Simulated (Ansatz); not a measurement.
H2Si, SMILES [SiH2], a rigid scan of one bond length

Program: the Python package of Ansatz (0.2.0).

Interactive session:
```pycon
>>> import ansatz as az
>>> import numpy as np
>>> GEOMETRY = """
... Si   -0.31379    0.29933   -0.13646
... H     0.85057    0.79853    0.55305
... H    -0.53678   -1.09786   -0.41659
... """
>>> molecule = az.Crystal.molecule()
>>> for line in GEOMETRY.strip().splitlines():
...     symbol, *xyz = line.split()
...     molecule = molecule.atom(symbol, [float(v) for v in xyz])
...
>>> symbols = [site.symbol for site in molecule.cartesian_sites]
>>> start = np.array([site.position_ang for site in molecule.cartesian_sites])
>>> axis = (start[2] - start[0]) / np.linalg.norm(start[2] - start[0])
>>> moving = [2]
>>> lengths, energies = [1.23, 1.33, 1.44, 1.59, 1.8, 2.16, 2.6, 3.17], []
>>> for length in lengths:
...     xyz = start.copy()
...     xyz[moving] += (length - np.linalg.norm(start[2] - start[0])) * axis
...     point = az.Crystal.molecule()
...     for symbol, place in zip(symbols, xyz):
...         point = point.atom(symbol, place.tolist())
...     model = point.calculation()
...     model = model.basis(gaussian="6-31G*").correlation("CCSD(T)")
...     report = model.run(threads=1).report
...     energies.append(report["free_energy_ev"])
...     print(f"r = {length:6.3f} A  E = {energies[-1]:.5f} eV  <S^2> = {abs(report['mean_field']['state']['spin_squared']):.3f}")
...
r =  1.230 A  E = -7892.07671 eV  <S^2> = 0.000
r =  1.330 A  E = -7892.76791 eV  <S^2> = 0.000
r =  1.440 A  E = -7893.10915 eV  <S^2> = 0.000
r =  1.590 A  E = -7893.15180 eV  <S^2> = 0.000
r =  1.800 A  E = -7892.82248 eV  <S^2> = 0.000
r =  2.160 A  E = -7892.04920 eV  <S^2> = 0.000
r =  2.600 A  E = -7891.35837 eV  <S^2> = 0.000
RunWarning: these amplitudes may be one of several solutions (largest doubles amplitude 0.61, level shift 2.97 eV)
r =  3.170 A  E = -7890.99629 eV  <S^2> = 0.000
>>> print("energy above the lowest point (eV):", [round(e - min(energies), 3) for e in energies])
energy above the lowest point (eV): [1.075, 0.384, 0.043, 0.0, 0.329, 1.103, 1.793, 2.156]
```

Total energies depend on the basis set; only differences at equal settings carry meaning. Warnings are shown shortened and without file and line. The rest of the molecule is held rigid at a force-field or estimated start geometry, and the basis set is modest; single-reference methods fail as a bond breaks. The orbitals are restricted, so S² is zero by construction. Toward dissociation an unrestricted state can lie under the restricted one, by tenths of an eV for polar bonds under a functional and by 1 to 2 eV or more for others. S² is that of the Hartree-Fock reference. It ran for 2 s on 1 thread of Arm Neoverse V1, on a shared host, peak memory 0.15 GiB.

(Lines on the test bed's own set-up are left out of the output.)
